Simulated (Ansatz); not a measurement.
# C₄H₉FO: up Jacob's ladder to CCSD(T)

One table from this session's results is given with a row withheld; the runs are named, their logs left out.

Computed with Ansatz 0.2.0, Gaussian basis. Level: functionals in def2-TZVPP, the program's frozen cores in correlated methods.

Levels to be run: LDA (SPW92), PBE-D4, revPBE-D4, BLYP-D4, r2SCAN-D4, B97M-V, PBE0-D4, B3LYP-D4, r2SCANh-D4, r2SCAN0-D4, HSE06-D4, BHLYP-D4, CAM-B3LYP-D4, LC-ωPBE, ωB97X-V, ωB97M-V, B2PLYP, PBE-QIDH; CCSD(T)/def2-SVP; CCSD(T)/def2-TZVPP; MP2/def2-QZVPP; extrapolation to the limit; RPA on PBE.

## The relaxed structure

The geometry comes from an earlier relaxation with PBE0-D4 in a triple-zeta def2 set; it is a stationary point, not always the lowest conformer.

SMILES `CCOC(C)F`, 15 atoms, charge 0, spin multiplicity 1.

Atoms are counted from 1 here; the program's logs count them from 0.

Bond lengths: C1–C2 1.506 Å, C1–H7 1.092 Å, C1–H8 1.092 Å, C1–H9 1.091 Å, C2–O3 1.419 Å, C2–H10 1.099 Å, C2–H11 1.095 Å, O3–C4 1.368 Å, C4–C5 1.500 Å, C4–F6 1.394 Å, C4–H12 1.101 Å, C5–H13 1.091 Å, C5–H14 1.091 Å, C5–H15 1.090 Å. Angles: C2–C1–H7 110.8°, C2–C1–H8 110.1°, C2–C1–H9 110.6°, H7–C1–H8 108.5°, H7–C1–H9 108.4°, H8–C1–H9 108.4°, C1–C2–O3 108.3°, C1–C2–H10 110.9°, C1–C2–H11 111.0°, O3–C2–H10 109.1°, O3–C2–H11 109.6°, H10–C2–H11 107.8°, C2–O3–C4 114.5°, O3–C4–C5 109.6°, O3–C4–F6 109.8°, O3–C4–H12 110.9°, C5–C4–F6 108.8°, C5–C4–H12 112.7° and more.

The first run:

in.yaml reads:

```yaml
crystal:
  periodic: [false, false, false]
  atoms:
    - {symbol: C, position_ang: [0.019530, -0.684937, -2.294517]}
    - {symbol: C, position_ang: [-0.547620, -0.707909, -0.899956]}
    - {symbol: O, position_ang: [0.171656, 0.226377, -0.109728]}
    - {symbol: C, position_ang: [-0.175538, 0.235858, 1.213739]}
    - {symbol: C, position_ang: [0.769821, 1.117399, 1.975023]}
    - {symbol: F, position_ang: [-1.469786, 0.733647, 1.358241]}
    - {symbol: H, position_ang: [1.076968, -0.956054, -2.288276]}
    - {symbol: H, position_ang: [-0.516246, -1.393238, -2.929894]}
    - {symbol: H, position_ang: [-0.077516, 0.310615, -2.731330]}
    - {symbol: H, position_ang: [-0.451505, -1.707751, -0.452989]}
    - {symbol: H, position_ang: [-1.610420, -0.444572, -0.904784]}
    - {symbol: H, position_ang: [-0.219223, -0.788039, 1.615186]}
    - {symbol: H, position_ang: [0.759490, 2.118399, 1.541681]}
    - {symbol: H, position_ang: [1.781811, 0.715014, 1.916611]}
    - {symbol: H, position_ang: [0.466677, 1.174393, 3.020495]}
basis:
  gaussian: {orbitals: def2-TZVPP}
hamiltonian: {xc: lda}
output: {orbitals: {seedname: orbitals}}
```

On the command line:

```
ansatz run in.yaml --threads 4 --pin off --events-out ev --progress --plain --max-ram 11315MiB
```

Among the steps run: LDA; PBE-D4 (GGA); revPBE-D4 (GGA); BLYP-D4 (GGA); r2SCAN-D4 (meta-GGA); B97M-V (meta-GGA); B3LYP-D4 (hybrid); r2SCANh-D4 (hybrid); r2SCAN0-D4 (hybrid); HSE06-D4 (hybrid); BHLYP-D4 (hybrid); CAM-B3LYP-D4 (range-separated); LC-ωPBE (range-separated); ωB97X-V (range-separated); ωB97M-V (range-separated); B2PLYP (double hybrid); PBE-QIDH (double hybrid).

One of the session's tables, all rows but one given; the rest of the session is left out.

It belongs to the step «Frontier levels by functional». 

```
  functional  HOMO (eV)  LUMO (eV)  gap (eV)
 LDA (SPW92)      -6.72       0.45      7.17
      PBE-D4      -6.58       0.59      7.17
   revPBE-D4      -6.52       0.66      7.18
     BLYP-D4      -6.52       0.56      7.08
   r2SCAN-D4      -6.91       1.40      8.31
      B97M-V      -7.09       0.76      7.84
     PBE0-D4      -8.19       1.39      9.58
    B3LYP-D4      -7.97       1.03      9.00
  r2SCANh-D4      -7.52       1.63      9.14
  r2SCAN0-D4      -8.43       1.95     10.37
    HSE06-D4      -7.78       1.02      8.80
    BHLYP-D4      -9.78       1.95     11.74
CAM-B3LYP-D4      -9.68       2.13     11.81
     LC-ωPBE          ?          ?         ?
     ωB97X-V     -10.69       3.24     13.93
     ωB97M-V     -10.62       2.80     13.42
```

**Question.** Estimate the row for LC-ωPBE.

**Answer.** HOMO (eV): -10.98; LUMO (eV): 3.44; gap (eV): 14.43. In the column «HOMO (eV)» it is the lowest.
